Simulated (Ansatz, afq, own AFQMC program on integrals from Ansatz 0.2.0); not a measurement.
**Atomization energy of CH₂Si, singlet**

```xyz
4

Si    0.0000    0.0000    0.4697
C     0.0000    0.0000   -1.3049
H     0.0000    1.2713    1.2312
H     0.0000   -1.2713    1.2312
```

Connectivity, by distances: SiH2–C.

Atoms in their ground-state spins without spin–orbit coupling (mostly on UHF) minus the molecule (RHF), without zero-point energy. The geometry is a stationary point, not shown to be a minimum.

Basis cc-pVDZ. Only valence electrons are correlated. AFQMC by an in-house program on the Cholesky factors that Ansatz 0.2.0 writes for its CCSD(T) run. The CISD trial takes its coefficients from CCSD amplitudes. Released means that phaseless walkers are propagated on without the constraint, phases kept. ± is one standard error of the sampling. The errors of all members are added in quadrature.

No full CI on the walks' own integrals is used here; CCSDTQ serves as the reference and is uncertain by about the last step of the cluster series. Each member takes its own surest rung, up to full CI.

Errors are counted within cc-pVDZ, not against nature.

Cautions: CH₂Si (singlet): restricted determinant unstable towards unrestricted (UHF 551 meV lower, ⟨S²⟩ 1.12), strong correlation (T1 0.024, weight of the determinant 0.84, largest double 0.17), its ph-AFQMC/CISD value lies 33 ± 5 meV above CCSDTQ.

Reference (CCSDTQ): 847.2 kJ/mol.

```tsv
level	atomization energy (kJ/mol)	error against CCSDTQ (kJ/mol)
HF	552.8	-294.4
MP2	815.8	-31.5
CCSD	821.3	-25.9
CCSD(T)	842.9	-4.4
CCSDT	845.0	-2.2
CCSDT(Q)	847.3	0.0
ph-AFQMC/HF	870.2 ± 3.0	23.0 ± 3.0
ph-AFQMC/CISD	844.7 ± 0.5	-2.5 ± 0.5
released AFQMC	846.7 ± 0.8	-0.5 ± 0.8
```

Correlation beyond CCSD(T) adds 4.4 kJ/mol. The perturbative (T) step is worth +21.5 kJ/mol. Where the cautions show a poor determinant, the low rows tell how each method copes with it, not its usual error.

CCSDT and higher add their correlation energy to the determinant of the CCSD(T) run, since their own runs factorise the integrals more tightly (a shift of under 2 meV). A walk keeps the symmetry of its determinant, which the program's search chose and which needn't be the lowest solution, so a lower state of the same spin and another symmetry isn't excluded. Released energies are given only where the last usable release times agree within the noise; a slower fall can still hide under it.
